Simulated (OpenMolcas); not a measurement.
**SVWN/def2-TZVP run of OF2 (SMILES FOF)**

What is the vertical singlet–triplet gap of OF2 at SVWN/def2-TZVP? 

The results are computed with OpenMolcas 26.06.

## Step 1: The structure to begin with

OF2 has 3 atoms, charge 0, and is taken as a singlet. SMILES: `FOF`. Geometry: relaxed at GFN2-xTB.

Bond lengths: F1–O2 1.366 Å, O2–F3 1.366 Å. Angles: F1–O2–F3 106.0°.

## Step 2: Energy and forces at SVWN/def2-TZVP

Contents of job.inp:

```
&GATEWAY
 BasLib = $CurrDir
 Coord
 3
 bohr
 F      1.80693722    -0.62461118     0.92766655
 O      0.00137950     1.02971177     0.11351585
 F     -1.80831672    -0.40510059    -1.04118240
 Basis = def2-TZVP
 Group = NoSym

&SEWARD
 GridInput
 Grid=Coarse
 End of Grid

&SCF
 KSDFT = SVWN
 PrOrbitals = 0

&ALASKA
```

The basis set def2-TZVP is read from a file made from the Basis Set Exchange's data (not shown).

Command:

```
$ export MOLCAS_MEM=1860
$ pymolcas job.inp > job.log
```

The program printed:

```text
--- Start Module: gateway ---
[...]
--- Stop Module: gateway /rc=_RC_ALL_IS_WELL_ ---
[...]
      Basis functions           93
[...]
--- Start Module: scf ---
[...]
       Convergence after  13 Iterations
[...]
::    Total KS-DFT energy                            -273.5303909912
[...]
      Total spin, S                                     0.0000000000
[...]
      Total electronic charge=   26.000000
      Total            charge=   -0.000000
[...]
      Dipole Moment (debye):
      Origin of the operator (angstrom)=   -0.0000   -0.0303   -0.0033
                   X=  2.5820E-03               Y=  1.5305E-01               Z=  1.8183E-02           Total=  1.5415E-01
      Quadrupole Moment (debye*angstrom):
[...]
--- Stop Module: scf /rc=_RC_ALL_IS_WELL_ ---
[...]
--- Start Module: alaska ---
[...]
 *              Molecular gradients               *
 **************************************************
  Irreducible representation: a
 ------------------------------------------------------------------------------------------
                              X                       Y                       Z
 ------------------------------------------------------------------------------------------
  F1               -1.06613486682061E-02    1.29702987750049E-02   -4.45672822280052E-03
  O2                2.26614352683958E-04   -2.44383062003823E-02   -2.55112157365467E-03
  F3                1.04347343155311E-02    1.14680074253526E-02    7.00784979642410E-03
 ------------------------------------------------------------------------------------------
--- Stop Module: alaska /rc=_RC_ALL_IS_WELL_ ---
[...]
```

Wall time 7.8 s (1 thread of Arm Neoverse V2, shared host); peak memory 0.51 GiB.

## Step 3: The triplet

Contents of job.input:

```
&GATEWAY
BasLib = $CurrDir
Coord
3
bohr
F      1.80693722    -0.62461118     0.92766655
O      0.00137950     1.02971177     0.11351585
F     -1.80831672    -0.40510059    -1.04118240
Basis = def2-TZVP
Group = NoSym
&SEWARD
GridInput
Grid=Coarse
End of Grid
&SCF
UHF
Spin = 3
KSDFT = SVWN
PrOrbitals = 0
&ALASKA
```

The basis set def2-TZVP is read from a file made from the Basis Set Exchange's data (not shown).

Command:

```
$ export MOLCAS_MEM=1860
$ pymolcas job.input > job.log
```

The program printed:

```text
--- Start Module: gateway ---
[...]
--- Stop Module: gateway /rc=_RC_ALL_IS_WELL_ ---
[...]
      Basis functions           93
[...]
--- Start Module: scf ---
[...]
       Convergence after  23 Iterations
[...]
::    Total KS-DFT energy                            -273.4054199615
[...]
      Total spin, S                                     1.0009000021
[...]
      Total electronic charge=   26.000000
      Total            charge=   -0.000000
[...]
      Dipole Moment (debye):
      Origin of the operator (angstrom)=   -0.0000   -0.0303   -0.0033
                   X=  7.7881E-03               Y=  5.1214E-01               Z=  6.0373E-02           Total=  5.1574E-01
      Quadrupole Moment (debye*angstrom):
[...]
--- Stop Module: scf /rc=_RC_ALL_IS_WELL_ ---
[...]
--- Start Module: alaska ---
[...]
 *              Molecular gradients               *
 **************************************************
  Irreducible representation: a
 ------------------------------------------------------------------------------------------
                              X                       Y                       Z
 ------------------------------------------------------------------------------------------
  F1               -1.41648887773153E-01    6.82822994216501E-02   -7.06060075384896E-02
  O2               -1.59364104900765E-03   -1.20490404740861E-01   -1.40724144122584E-02
  F3                1.43242528822199E-01    5.22081053191989E-02    8.46784219507803E-02
 ------------------------------------------------------------------------------------------
--- Stop Module: alaska /rc=_RC_ALL_IS_WELL_ ---
[...]
```

It took 11 s on 1 thread of Arm Neoverse V2, shared host; peak memory 0.51 GiB.

## Step 4: Summary of results

Level: SVWN/def2-TZVP.

```
                                        quantity          value
                           singlet: total energy  -273.53039 Eh
                          singlet: dipole moment         0.15 D
                            singlet: HOMO energy       -7.97 eV
                            singlet: LUMO energy       -4.25 eV
                          singlet: HOMO–LUMO gap        3.72 eV
               singlet: largest force on an atom     1.264 eV/Å
                           triplet: total energy  -273.40542 Eh
                          triplet: dipole moment         0.52 D
     triplet: HOMO energy (highest over α and β)       -4.36 eV
                                   triplet: ⟨S²⟩          2.003
               triplet: largest force on an atom     8.968 eV/Å
vertical energy of the triplet above the singlet       3.401 eV
```

What this shows: At this shape the triplet lies 3.40 eV (78 kcal/mol) above the singlet. The largest force (singlet) is 1.26 eV/Å: the shape isn't a stationary point for this species at this level.
